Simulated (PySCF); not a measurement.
## EPR parameters of [C5H6]+

Compound: C5H6 (charge +1 and doublet state).
Geometry (GFN2-xTB, Å), atoms numbered from 1 in this order:
```
atom  x, y, z in Å
C1    -1.6158    0.6651   -0.0193
C2    -0.7106   -0.4417   -0.2739
C3     0.6387   -0.3834   -0.0386
C4     1.9270   -0.9680   -0.0468
C5     1.7970    0.3058    0.3951
H6    -2.1664    0.9178   -0.9357
H7    -2.4219    0.3439    0.6542
H8    -1.1225    1.5478    0.3781
H9    -1.1181   -1.3636   -0.6719
H10    2.5486   -1.8098   -0.2544
H11    2.2495    1.1888    0.7874
```

The hyperfine couplings belong to this conformer and change with its torsions.

The species is `[CH+](C)[C]1C=C1` [radical] (charge +1).

Method: PySCF, UKS B3LYP, pcH-1 on C H, non-relativistic, mean-field spin-orbit, GIAO. One conformer (not necessarily the lowest) at the GFN2-xTB geometry, without solvent, vibrations or thermal averaging. The geometry wasn't refined by DFT: couplings that depend on bond lengths, twists or pyramidal angles can differ widely from those at the functional's own minimum, by a factor of two or more for some ions and for spin on atoms past the first row. The SCF solution wasn't tested for stability.

- g1, g2, g3: 2.00217, 2.00268, 2.00302
- g_iso: 2.00262
- Form of g: rhombic: the two nearest values differ by 40 % of g3 − g1
- ⟨S²⟩: 0.7530 (exact 0.7500)
- α and β electrons: 18, 17
- HOMO–LUMO gap, α and β orbitals: 5.27, 5.45 eV
- Total energy: -193.75762 Eh

Hyperfine couplings atom by atom, in MHz; T1 to T3 are the principal values of the dipolar part; ρ(0) is the spin density at the nucleus:

| atom | isotope | a_iso | T1 | T2 | T3 | Mulliken spin population | ρ(0) (bohr⁻³) |
| --- | --- | --- | --- | --- | --- | --- | --- |
| C1 | 13C | -23.7 | -5.0 | -2.1 | 7.1 | -0.04 | -0.0211 |
| C2 | 13C | 46.3 | -53.4 | -52.3 | 105.7 | 0.63 | 0.0412 |
| C3 | 13C | -23.8 | -15.2 | -7.2 | 22.5 | 0.09 | -0.0212 |
| C4 | 13C | 7.7 | -11.9 | -10.1 | 21.9 | 0.12 | 0.0068 |
| C5 | 13C | 8.9 | -12.5 | -10.8 | 23.4 | 0.13 | 0.0079 |
| H6 | 1H | 133.2 | -5.8 | -3.1 | 8.8 | 0.05 | 0.0298 |
| H7 | 1H | 132.9 | -5.8 | -3.1 | 8.8 | 0.05 | 0.0297 |
| H8 | 1H | -0.1 | -3.5 | -2.3 | 5.8 | 0.00 | 0.0000 |
| H9 | 1H | -42.8 | -23.9 | -3.7 | 27.6 | -0.03 | -0.0096 |
| H10 | 1H | -11.0 | -5.9 | -2.0 | 7.9 | 0.00 | -0.0025 |
| H11 | 1H | -11.8 | -6.2 | -2.0 | 8.1 | -0.01 | -0.0026 |

The Mulliken spin populations are largest on C2 (+0.63), C5 (+0.13), C4 (+0.12) and C3 (+0.09). No atom but C2 exceeds +0.15. The angles at C2 add up to 360.0°, so it is planar; its axial dipolar tensor and the negative coupling of its proton fit spin in a p orbital normal to that plane.

The SMILES `C[CH+][C]1C=C1` draws the unpaired electron on C3, whose computed spin population is only +0.09.

Axes: g2 points within 10° of the C4–H10 bond and g3 points within 8° of the C3–C5 bond.

Under fast tumbling the dipolar parts average out, and these isotropic splittings remain: 3 × 1H (H6/H7/H8, I = 1/2, 4 lines) with 3.16 mT, 1 × 1H (H9, I = 1/2, 2 lines) with 1.53 mT, 1 × 1H (H11, I = 1/2, 2 lines) with 0.42 mT and 1 × 1H (H10, I = 1/2, 2 lines) with 0.39 mT.

Nuclei that the bonding pattern makes equivalent are averaged, as if the motion that swaps them (rotation, inversion, ring flip) were fast. C4 and C5, with what hangs on them, aren't averaged: C3 is flat or nearly so (angle sum 360°), and its turn about the short C3–C2 bond (1.37 Å) is taken as slow. The three 1H nuclei of mean +88.7 MHz run from -0.1 to 133.2 MHz in the frozen geometry.

The 13C coupling of C2 (46.3 MHz) shows only in satellite lines or after enrichment, since that isotope makes up about 1.07 % of natural carbon.

β density exceeds α density at some nuclei, such as C3 (-0.0212), C1 (-0.0211) and H9 (-0.0096), spin density in bohr⁻³. In a single determinant that takes different orbitals for the two spins, that is spin polarisation.
